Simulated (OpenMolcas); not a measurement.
**B97-2/pcseg-1 run of P4 (SMILES P12P3P1P23)**

Aim: the vertical ionisation energy of P4 at B97-2/pcseg-1, from 2 runs. 

The results are computed with OpenMolcas 26.06.

2 further runs of the same task are left out: 2 that didn't finish.

## (1) The molecule

P4 has 4 atoms, charge 0, and is taken as a singlet. As SMILES, `P12P3P1P23`. The coordinates come from a PBE0-D4/def2-TZVP relaxation.

Bond lengths: P1–P2 2.184 Å, P1–P3 2.184 Å, P2–P3 2.184 Å, P1–P4 2.184 Å, P2–P4 2.184 Å, P3–P4 2.184 Å. Some angles: P1–P2–P3 60.0°, P1–P2–P4 60.0°, P3–P2–P4 60.0°, P2–P1–P3 60.0°, P2–P1–P4 60.0°, P3–P1–P4 60.0°, P1–P3–P2 60.0°, P1–P3–P4 60.0°, P2–P3–P4 60.0°, P1–P4–P2 60.0°.

## (2) Energy and gradient at B97-2/pcseg-1

job.input

```
>>> EXPORT MOLCAS_PRINT=2
&GATEWAY
BasLib=$CurrDir
Coord
4
bohr
P     -1.36967350    -0.18897261     2.11535942
P      2.44700636     0.20749193     0.59658654
P     -0.34959933    -2.06301401    -1.41691665
P     -0.72773353     2.04449469    -1.29484034
Basis=pcseg-1
Group=NoSym
&SEWARD
&SCF
KSDFT=HYB_GGA_XC_B97_2
PrOrbitals=0
&ALASKA
```

The basis set pcseg-1 is read from a file made from the Basis Set Exchange's data (not shown).

Launch:

```
$ export MOLCAS_MEM=1860
$ pymolcas job.input > job.log
```

The program printed:

```text
--- Start Module: gateway ---
[...]
--- Stop Module: gateway /rc=_RC_ALL_IS_WELL_ ---
[...]
      Basis functions           72
[...]
--- Start Module: scf ---
[...]
       Convergence after  12 Iterations
[...]
::    Total KS-DFT energy                           -1365.4779195752
[...]
      Total spin, S                                     0.0000000000
[...]
      Total electronic charge=   60.000000
      Total            charge=   -0.000000
[...]
      Dipole Moment (debye):
      Origin of the operator (angstrom)=   -0.0000    0.0000    0.0000
                   X= -6.4408E-05               Y=  1.3114E-05               Z= -3.7839E-05           Total=  7.5843E-05
      Quadrupole Moment (debye*angstrom):
[...]
--- Stop Module: scf /rc=_RC_ALL_IS_WELL_ ---
[...]
--- Start Module: alaska ---
[...]
 *              Molecular gradients               *
 **************************************************
  Irreducible representation: a
 ------------------------------------------------------------------------------------------
                              X                       Y                       Z
 ------------------------------------------------------------------------------------------
  P1                1.26243023790451E-03    1.67494158544113E-04   -1.95279727729769E-03
  P2               -2.22364137576392E-03   -1.73568035195970E-04   -5.43997591059053E-04
  P3                2.97653973494683E-04    1.90201413166946E-03    1.29404278676404E-03
  P4                6.63557164418904E-04   -1.89594025511397E-03    1.20275208166731E-03
 ------------------------------------------------------------------------------------------
--- Stop Module: alaska /rc=_RC_ALL_IS_WELL_ ---
[...]
```

Run time: 9.3 s. Hardware: 1 thread of Arm Neoverse V1, shared host; peak memory 0.42 GiB.

## (3) The doublet cation, same level

job.inp

```
&GATEWAY
  BasLib=$CurrDir
  Coord
  4
  bohr
  P     -1.36967350    -0.18897261     2.11535942
  P      2.44700636     0.20749193     0.59658654
  P     -0.34959933    -2.06301401    -1.41691665
  P     -0.72773353     2.04449469    -1.29484034
  Basis=pcseg-1
  Group=NoSym

&SEWARD

&SCF
  UHF
  Charge=1
  Spin=2
  KSDFT=HYB_GGA_XC_B97_2
  PrOrbitals=0

&ALASKA
```

The basis set pcseg-1 is read from a file made from the Basis Set Exchange's data (not shown).

Launch:

```
$ export MOLCAS_MEM=1860
$ pymolcas job.inp > job.log
```

The program printed:

```text
--- Start Module: gateway ---
[...]
--- Stop Module: gateway /rc=_RC_ALL_IS_WELL_ ---
[...]
      Basis functions           72
[...]
--- Start Module: scf ---
[...]
       Convergence after  36 Iterations
[...]
::    Total KS-DFT energy                           -1365.1181553722
[...]
      Total spin, S                                     0.5019472068
[...]
      Total electronic charge=   59.000000
      Total            charge=    1.000000
[...]
      Dipole Moment (debye):
      Origin of the operator (angstrom)=   -0.0000    0.0000    0.0000
                   X=  9.5912E-05               Y=  9.4806E-05               Z= -1.8573E-05           Total=  1.3613E-04
      Center of Charge (angstrom)
[...]
--- Stop Module: scf /rc=_RC_ALL_IS_WELL_ ---
[...]
--- Start Module: alaska ---
[...]
 *              Molecular gradients               *
 **************************************************
  Irreducible representation: a
 ------------------------------------------------------------------------------------------
                              X                       Y                       Z
 ------------------------------------------------------------------------------------------
  P1               -2.76880443300342E-03   -3.20040296430824E-02   -2.61784802869514E-02
  P2               -1.60678060153927E-02    3.16876034014140E-02   -2.13087326306090E-02
  P3               -2.08955239800233E-02    1.03373411818808E-03    3.57662556281717E-02
  P4                3.97321344285029E-02   -7.17307876559659E-04    1.17209572894801E-02
 ------------------------------------------------------------------------------------------
--- Stop Module: alaska /rc=_RC_ALL_IS_WELL_ ---
[...]
```

It took 21 s on 1 thread of Arm Neoverse V1, shared host; peak memory 0.42 GiB.

## (4) What came out

At B97-2/pcseg-1:

```
                                          quantity           value
                          singlet P4: total energy  -1365.47792 Eh
                         singlet P4: dipole moment          0.00 D
                           singlet P4: HOMO energy        -7.61 eV
                           singlet P4: LUMO energy        -0.91 eV
                         singlet P4: HOMO–LUMO gap         6.71 eV
              singlet P4: largest force on an atom      0.120 eV/Å
                      doublet cation: total energy  -1365.11816 Eh
doublet cation: HOMO energy (highest over α and β)       -13.48 eV
 doublet cation: LUMO energy (lowest over α and β)       -11.98 eV
                              doublet cation: ⟨S²⟩           0.754
          doublet cation: largest force on an atom      2.131 eV/Å
vertical ionisation energy (to the doublet cation)        9.790 eV
```

The vertical ionisation energy comes to 9.79 eV (945 kJ/mol). The negative HOMO energy of the first species, 7.61 eV, lies 2.18 eV below that difference.
